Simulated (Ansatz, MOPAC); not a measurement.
Molecule: C₄H₄N, net charge 0, doublet state. SMILES: c1[nH]cc[c]1

Atoms: H1, N2, C3, C4, C5, C6, H7, H8, H9. Bonds: H1-N2, N2-C3, N2-C4, C3-C5, C3-H7, C4-C6, C4-H8, C5-C6, C6-H9.

Bond lengths (Å) and angles (degrees) optimised at PM6 with MOPAC; PM7 with MOPAC; HF/3-21G with Ansatz (a first-principles code); MP2/6-31G* with Ansatz, each started from the B3LYP-D3(BJ)/def2-TZVP structure (Ansatz) of the last column. A row stands for all coordinates that are equal there; 11 of 22 kinds are shown. 6-31G* holds six Cartesian d functions. No wavenumbers were computed at MP2/6-31G*, so these may be saddle points.

```json
[
 {"coordinate": "H1-N2", "PM6": "1.000", "PM7": "0.992", "HF/3-21G": "0.994", "MP2/6-31G*": "1.013", "B3LYP-D3(BJ)/def2-TZVP": "1.005"},
 {"coordinate": "N2-C3", "PM6": "1.416", "PM7": "1.406", "HF/3-21G": "1.391", "MP2/6-31G*": "1.369", "B3LYP-D3(BJ)/def2-TZVP": "1.380"},
 {"coordinate": "N2-C4", "PM6": "1.399", "PM7": "1.389", "HF/3-21G": "1.380", "MP2/6-31G*": "1.355", "B3LYP-D3(BJ)/def2-TZVP": "1.370"},
 {"coordinate": "C3-C5", "PM6": "1.372", "PM7": "1.371", "HF/3-21G": "1.368", "MP2/6-31G*": "1.338", "B3LYP-D3(BJ)/def2-TZVP": "1.364"},
 {"coordinate": "C3-H7", "PM6": "1.069", "PM7": "1.066", "HF/3-21G": "1.063", "MP2/6-31G*": "1.079", "B3LYP-D3(BJ)/def2-TZVP": "1.075"},
 {"coordinate": "C4-C6", "PM6": "1.408", "PM7": "1.406", "HF/3-21G": "1.370", "MP2/6-31G*": "1.360", "B3LYP-D3(BJ)/def2-TZVP": "1.381"},
 {"coordinate": "C4-H8", "PM6": "1.074", "PM7": "1.071", "HF/3-21G": "1.065", "MP2/6-31G*": "1.082", "B3LYP-D3(BJ)/def2-TZVP": "1.077"},
 {"coordinate": "C5-C6", "PM6": "1.392", "PM7": "1.391", "HF/3-21G": "1.425", "MP2/6-31G*": "1.412", "B3LYP-D3(BJ)/def2-TZVP": "1.407"},
 {"coordinate": "C3-N2-C4", "PM6": "109.5", "PM7": "109.3", "HF/3-21G": "109.6", "MP2/6-31G*": "110.1", "B3LYP-D3(BJ)/def2-TZVP": "110.2"},
 {"coordinate": "N2-C3-C5", "PM6": "103.4", "PM7": "104.2", "HF/3-21G": "105.9", "MP2/6-31G*": "105.6", "B3LYP-D3(BJ)/def2-TZVP": "105.2"},
 {"coordinate": "N2-C4-C6", "PM6": "108.9", "PM7": "109.0", "HF/3-21G": "108.7", "MP2/6-31G*": "108.8", "B3LYP-D3(BJ)/def2-TZVP": "108.5"}
]
```

Mean signed difference of all 9 bond lengths from B3LYP-D3(BJ)/def2-TZVP: PM6 0.007 Å, PM7 0.003 Å, HF/3-21G -0.001 Å, MP2/6-31G* -0.005 Å.
